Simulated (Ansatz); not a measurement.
# BH4NSi: one structure at several levels

An exercise on one series of results from a longer session: the logs are not shown, and one member is left open.

The runs use Ansatz 0.2.0, Gaussian basis; single points in def2-TZVPP.

Correlated methods freeze the cores.

**The system as given**

SMILES `B1N[SiH2]1`, 7 atoms, charge 0, spin multiplicity 1.

Atoms are counted from 1 here; the program's logs count them from 0.

Bond lengths: B1–N2 1.507 Å, B1–Si3 1.904 Å, B1–H4 1.010 Å, N2–Si3 1.800 Å, N2–H5 1.125 Å, Si3–H6 1.386 Å, Si3–H7 1.394 Å. Angles: N2–B1–Si3 62.4°, N2–B1–H4 133.8°, Si3–B1–H4 152.3°, B1–N2–Si3 69.7°, B1–N2–H5 121.9°, Si3–N2–H5 168.3°, B1–Si3–N2 47.9°, B1–Si3–H6 119.3°, B1–Si3–H7 110.1°, N2–Si3–H6 96.3°, N2–Si3–H7 102.5°, H6–Si3–H7 126.7°.

Geometry (Å):

```xyz
7

B    -0.8396   -0.6710   -0.2793
N     0.1555    0.3399   -0.7887
Si    0.4302    0.0188    0.9606
H    -1.7793   -0.9240   -0.5497
H     0.1826    0.6547   -1.8687
H     0.3272    1.3372    1.3747
H     1.5850   -0.7616    0.9468
```

The first run:

File run/in.yaml:

```yaml
crystal:
  periodic: [false, false, false]
  atoms:
    - {symbol: B, position_ang: [-0.839600, -0.671000, -0.279300]}
    - {symbol: N, position_ang: [0.155500, 0.339900, -0.788700]}
    - {symbol: Si, position_ang: [0.430200, 0.018800, 0.960600]}
    - {symbol: H, position_ang: [-1.779300, -0.924000, -0.549700]}
    - {symbol: H, position_ang: [0.182600, 0.654700, -1.868700]}
    - {symbol: H, position_ang: [0.327200, 1.337200, 1.374700]}
    - {symbol: H, position_ang: [1.585000, -0.761600, 0.946800]}
basis:
  gaussian: {orbitals: def2-TZVPP}
correlation: {method: ccsd_t}
output: {forces: true}
```

No record of the launch command was kept for these runs.

Steps of the session up to this table: CCSD(T)/def2-TZVPP; PBE0-D4/def2-TZVPP; wB97M-V/def2-TZVPP; r2SCAN-D4/def2-TZVPP; PBE-D4/def2-TZVPP; revPBE-D4/def2-TZVPP; r2SCANh-D4/def2-TZVPP.

One table of the session follows, with a row left open; its other results are not shown here.

| method | RMS force component (eV/Å) | angle to CCSD(T) forces (°) | dipole (D) |
| --- | --- | --- | --- |
| CCSD(T) | 2.905 | reference | 0.30 |
| PBE0-D4 | 3.026 | 2.9 | 0.23 |
| wB97M-V | 2.966 | 2.9 | 0.19 |
| r2SCAN-D4 | 2.955 | 2.4 | 0.27 |
| PBE-D4 | ? | ? | ? |
| revPBE-D4 | 2.892 | 3.2 | 0.34 |
| r2SCANh-D4 | 2.990 | 2.9 | 0.23 |

Estimate the missing values for PBE-D4.

**Answer.** RMS force component (eV/Å): 2.915; angle to CCSD(T) forces (°): 3.2; dipole (D): 0.35. In the column «RMS force component (eV/Å)» it lies between CCSD(T) (2.905) and r2SCAN-D4 (2.955).
